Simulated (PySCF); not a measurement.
Gas-phase reaction: BH₂Cl + 2 BF₃ + H ⇌ Cl + 3 BHF₂

Computed with PySCF and rigid-rotor harmonic-oscillator thermochemistry at 1 bar. † marks an energy on the PBE0/def2-TZVP geometry and frequencies; other levels use their own. 6-31G* has spherical d functions here. Open shells (unrestricted): H (multiplicity 2), Cl (multiplicity 2); the rest are closed-shell singlets. Spin-orbit splitting is ignored; it lowers the true energy and changes the entropy of Cl. B3LYP is the form with VWN-RPA correlation. BH₂Cl: computed as isolated molecules; such fragments, hydroxides, amides, oligomers or adducts are transient or little studied in the gas.

B3LYP/6-31G* gives ΔH°(298 K) = 32 kJ.

Question: What do M06-2X/def2-TZVP†, HF/def2-TZVP†, LDA/def2-TZVP† give?

Answer: M06-2X/def2-TZVP†: 60 kJ; HF/def2-TZVP†: 27 kJ; LDA/def2-TZVP†: 89 kJ. For scale, ΔH°(298 K) is 32 kJ at this level, 53 kJ at ωB97M-V/def2-TZVP†, and runs from -55 to 89 kJ over the 20 levels computed († marks an energy on the PBE0/def2-TZVP geometry).
